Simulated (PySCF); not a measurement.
## Working with the constants of LiO

UHF-CCSD(T) constants of LiO, ²Π (doublet), unpaired electrons π ↑ (Li def2-SVP, O def2-SVP; no relativity (PySCF 2.14); masses 7.0160 and 15.9949 u):

- ωe: 852.1 cm⁻¹
- ωexe: 7.88 cm⁻¹
- Be: 1.2248 cm⁻¹
- αe: 0.0184 cm⁻¹
- D (centrifugal): 1.01e-05 cm⁻¹
- De to Li + O: 2.93 eV

Question: Give the vibrational terms G(v) and spacings up to v = 6.

Answer: G(v) = ωe(v+½) − ωexe(v+½)².

```json
{"v": "0", "G(v) (cm⁻¹)": "424.1", "G(v) − G(v−1)": "", "Bv (cm⁻¹)": "1.216"}
{"v": "1", "G(v) (cm⁻¹)": "1260.4", "G(v) − G(v−1)": "836.3", "Bv (cm⁻¹)": "1.197"}
{"v": "2", "G(v) (cm⁻¹)": "2081.0", "G(v) − G(v−1)": "820.6", "Bv (cm⁻¹)": "1.179"}
{"v": "3", "G(v) (cm⁻¹)": "2885.8", "G(v) − G(v−1)": "804.8", "Bv (cm⁻¹)": "1.160"}
{"v": "4", "G(v) (cm⁻¹)": "3674.9", "G(v) − G(v−1)": "789.1", "Bv (cm⁻¹)": "1.142"}
{"v": "5", "G(v) (cm⁻¹)": "4448.2", "G(v) − G(v−1)": "773.3", "Bv (cm⁻¹)": "1.124"}
{"v": "6", "G(v) (cm⁻¹)": "5205.7", "G(v) − G(v−1)": "757.5", "Bv (cm⁻¹)": "1.105"}
```

Question: How well does the Morse estimate ωe²/(4ωexe) reproduce De, and what is D0?

Answer: It gives 2.86 eV, 97 % of the computed De. D0 = De − G(0) = 2.93 − 0.05 = 2.88 eV.

Correlated steps freeze 1 core orbital. Correlated levels converge slowly with the basis: in double zeta they bind strong bonds too weakly, by up to about 1 eV, and carry superposition errors of some tenths. The state is the lowest determinant that a PBE0 search found; another state may lie lower at other levels.
